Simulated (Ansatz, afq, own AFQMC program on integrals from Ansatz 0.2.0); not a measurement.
# Where AFQMC and coupled cluster stand for B2H2, triplet

```xyz
4

B     0.0000    0.0000    0.8210
B     0.0000    0.0000   -1.0820
H     0.0000    1.0479    1.3994
H     0.0000   -1.0479    1.3994
```

Connectivity, by distances: BH2–B.

Basis 6-31G. Only valence electrons are correlated. Integrals, coupled cluster, full CI and functionals: Ansatz 0.2.0; the random walks run on the same integrals in our own AFQMC program. The CISD trial takes its coefficients from CCSD amplitudes. Released means that phaseless walkers are propagated on without the constraint, phases kept. Error bars are statistical, one sigma.

Determinant: UHF, the one that the program's search chose, which needn't be the lowest solution. The geometry is a point of a scan.

Full CI on the same integrals is exact in this basis and with this determinant's frozen core.

Cautions: lower spins were not checked; raised T1 diagnostic (T1 0.043, weight of the determinant 0.89, largest double 0.10).

The T1 diagnostic is 0.0425, the weight of the determinant in the CISD state is 0.891 and the ⟨S²⟩ of the determinant is 2.003. The size of the correlated space is 8 electrons in 20 orbitals.

Reference: full CI, correlation energy -2.930 eV. The released energy is read at 2.40 1/Eh (meV from the phaseless value at times in 1/Eh: -1 ± 3 at 0.24, -5.8 ± 1.9 at 0.51, -9.7 ± 1.6 at 0.99, -10.9 ± 1.6 at 1.62, -10.4 ± 1.8 at 2.40).

```tsv
level	E − E(reference) (mEh)	share of correlation (%)
HF	107.68	0.00
MP2	33.19	69.17
CCSD	4.50	95.82
CCSD(T)	1.49	98.62
CCSDT	0.17	99.84
CCSDT(Q)	0.04	99.96
CCSDTQ	0.01	100.00
ph-AFQMC/CISD	0.57 ± 0.09	99.47
released AFQMC	0.19 ± 0.07	99.82
```

CCSDT and higher add their correlation energy to the determinant of the CCSD(T) run, since their own runs factorise the integrals more tightly (a shift of under 2 meV). A walk keeps the symmetry of its determinant, which the program's search chose and which needn't be the lowest solution, so a lower state of the same spin and another symmetry isn't excluded. Released energies are given only where the last usable release times agree within the noise; a slower fall can still hide under it.
